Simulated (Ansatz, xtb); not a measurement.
## How methods differ on AlH2F (SMILES [H][Al]([H])[F])

AlH2F: 4 atoms, total charge 0, spin state singlet. SMILES: `[H][Al]([H])[F]`. The shape comes from GFN2-xTB, which is rough for such elements, and wasn't checked as a minimum.

```xyz
4

Al    0.0196    0.0327    0.0009
H     1.5469   -0.0179    0.0141
H    -0.7390    1.3588   -0.0194
F    -0.8275   -1.3736    0.0044
```

Each level gives the electronic atomisation energy (eV). The values are calculated. Electronic energies at fixed atoms, without zero-point motion or spin-orbit coupling.

| level | kind | program | value (eV) | less FCI/STO-3G |
| --- | --- | --- | --- | --- |
| GFN0-xTB | semi-empirical | xtb | 19.83 | +6.31 |
| revPBE/STO-3G | GGA | Ansatz | 15.89 | +2.37 |
| r2SCAN/STO-3G | meta-GGA | Ansatz | 16.06 | +2.54 |
| r2SCAN0/STO-3G | hybrid meta-GGA | Ansatz | 15.51 | +1.99 |
| CAM-B3LYP/STO-3G | range-separated hybrid | Ansatz | 15.89 | +2.37 |
| HSE06/STO-3G | range-separated hybrid | Ansatz | 15.56 | +2.04 |
| RPA@PBE/STO-3G | RPA | Ansatz | 12.89 | -0.63 |
| MP2/STO-3G | perturbation theory | Ansatz | 13.31 | -0.21 |
| CCSDT(Q)/STO-3G | coupled cluster or CI | Ansatz | 13.52 | 0.00 |
| FCI/STO-3G | exact in the basis | Ansatz | 13.52 | 0.00 |

FCI/STO-3G is exact within its basis and frozen core, so for wave-function methods in that basis the difference is their error; functionals converge differently with the basis, so for them it is only a difference. The values span 12.89 to 19.83 eV. The xTB rows lack spin polarisation, so open shells miss the exchange term that lowers them. All rows use very small basis sets, so even the best lies far from the true value.
